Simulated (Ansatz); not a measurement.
Geometry optimisation, RKS PBE0/def2-SVP (Ansatz 0.2.0).

Input:

```yaml
crystal:
  periodic: [false, false, false]
  atoms:
    - { symbol: Si, position_ang: [0.315122, -0.015398, -0.106322] }
    - { symbol: F, position_ang: [0.554181, -0.094431, 1.485857] }
    - { symbol: H, position_ang: [1.63811, 0.226581, -0.74943] }
    - { symbol: H, position_ang: [-0.612647, 1.107857, -0.403558] }
    - { symbol: H, position_ang: [-0.254525, -1.308517, -0.571809] }
    - { symbol: P, position_ang: [-2.812598, 0.213868, 1.17931] }
    - { symbol: H, position_ang: [-2.773087, -0.976947, 0.389668] }
    - { symbol: H, position_ang: [-3.541333, -0.426844, 2.227879] }
    - { symbol: H, position_ang: [-1.551823, -0.038269, 1.792506] }
basis:
  gaussian: { orbitals: def2-SVP }
hamiltonian:
  xc: pbe0
relax:
  f_tol: 0.03
  max_steps: 50
output:
  orbitals: {}
```

Launched with:

```bash
$ ansatz run input.yaml --threads 1 --pin off --max-ram 2048MiB --backend cpu --events-out ev --progress --plain --runs-dir out
```

**Question.** Where does it end, and by what steps?

**Answer.** The run converged. The force dipped under the threshold on the way, but the program's further checks kept it going. After 19 steps the energy has fallen by 0.142 eV; H7 moved furthest, 1.00 Å.

| step | energy less start (eV) | largest force component (eV/Å) | accepted |
| --- | --- | --- | --- |
| 0 | 0.0000 | 0.793 | yes |
| 1 | -0.1049 | 0.291 | yes |
| 2 | -0.1038 | 0.616 | no |
| 3 | -0.1226 | 0.032 | yes |
| 4 | -0.1272 | 0.068 | yes |
| 5 | -0.1305 | 0.038 | yes |
| 6 | -0.1231 | 0.405 | no |
| 7 | -0.1323 | 0.010 | yes |
| 8 | -0.1334 | 0.173 | yes |
| 9 | -0.1347 | 0.078 | yes |
| 10 | -0.1359 | 0.006 | yes |
| 11 | -0.1325 | 0.411 | no |
| 12 | -0.1371 | 0.119 | yes |
| 13 | -0.1379 | 0.131 | yes |
| 14 | -0.1391 | 0.078 | yes |
| 15 | -0.1402 | 0.039 | yes |
| 16 | -0.1405 | 0.166 | yes |
| 17 | -0.1413 | 0.095 | yes |
| 18 | -0.1418 | 0.005 | yes |
| 19 | -0.1422 | 0.027 | yes |

```xyz
9
Properties=species:S:1:pos:R:3
Si 0.716 -0.053 -0.342
F 0.419 0.010 1.257
H 2.154 0.257 -0.562
H -0.144 0.958 -1.017
H 0.398 -1.425 -0.827
P -3.459 0.202 1.846
H -3.584 -0.414 0.561
H -3.508 -1.050 2.534
H -2.032 0.204 1.794
```

Run time: 80 s on 1 thread of Arm Neoverse N1 (shared host), peak memory 0.15 GiB.
